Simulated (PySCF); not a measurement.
# Ionisation energy of B by level of theory

B [He] 2s2 2p1 (2P) → B⁺ [He] 2s2 (1S), as a difference of total energies. Calculation: PySCF 2.14, in aug-cc-pVTZ-DK; the spin-free X2C one-electron Hamiltonian (Gaussian nucleus). Correlated levels: valence: 1s2 frozen. The calculations carry no spin-orbit coupling.

| method | ionisation energy (eV) | error (eV) |
| --- | --- | --- |
| UHF | 8.035 | -0.262 |
| MP2 (valence) | 8.263 | -0.034 |
| SCS-MP2 (valence) | 8.233 | -0.064 |
| CCSD (valence) | 8.174 | -0.123 |
| CCSD(T) (valence) | 8.211 | -0.086 |
| CCSDT (valence) | 8.223 | -0.074 |

Reference: 8.297 eV (measured; NIST levels, between the centres of gravity of the two terms).

Errors of the correlated levels include the incompleteness of this basis and the frozen core.
